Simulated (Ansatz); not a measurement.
C$_{4}$H$_{9}$FO (`CCCOCF`), 15 atoms. Total charge 0; spin multiplicity 1. All runs use 4 threads of an Arm Neoverse V2 on a shared host. Correlated methods freeze the cores.

(1) How many basis functions does each run have, and how long does it take in Ansatz? RKS PBE0-D4/def2-SVP energy; RKS PBE0-D4/def2-TZVP relaxation (10 steps); RKS PBE0-D4/def2-TZVPP energy; RKS PBE0-D4/def2-TZVP frequencies; RHF-CCSD(T)/def2-SVP energy; direct RPA on PBE orbitals/def2-TZVPP energy; RHF-MP2/def2-QZVPP energy; RKS ωB97M-V/def2-QZVPP energy; RHF-CCSD(T)/def2-TZVPP energy; RKS HSE06 (plane-wave form)-D4/def2-TZVPP energy; RKS B97M-V/def2-TZVPP energy; RKS r2SCAN0-D4/def2-TZVPP energy. (Estimate.)

Answers

(1) Computed: Other jobs shared the machine, so times are rough.

| level | job | functions | wall time | peak host memory (GiB) |
| --- | --- | --- | --- | --- |
| RKS PBE0-D4/def2-SVP | energy | 129 | 1.4 s | 0.3 |
| RKS PBE0-D4/def2-TZVPP | energy | 312 | 3.8 s | 0.82 |
| RKS HSE06 (plane-wave form)-D4/def2-TZVPP | energy | 312 | 3.9 s | 0.87 |
| RKS r2SCAN0-D4/def2-TZVPP | energy | 312 | 6.5 s | 0.85 |
| direct RPA on PBE orbitals/def2-TZVPP | energy | 312 | 8.5 s | 0.94 |
| RKS B97M-V/def2-TZVPP | energy | 312 | 12 s | 0.52 |
| RHF-CCSD(T)/def2-SVP | energy | 129 | 18 s | 0.96 |
| RKS ωB97M-V/def2-QZVPP | energy | 612 | 25 s | 2.9 |
| RKS PBE0-D4/def2-TZVP | relaxation (10 steps) | 240 | 41 s | 0.68 |
| RHF-MP2/def2-QZVPP | energy | 612 | 41 s | 5.4 |
| RKS PBE0-D4/def2-TZVP | frequencies | 240 | 4.2 min | 0.7 |
| RHF-CCSD(T)/def2-TZVPP | energy | 312 | 23 min | 4.9 |
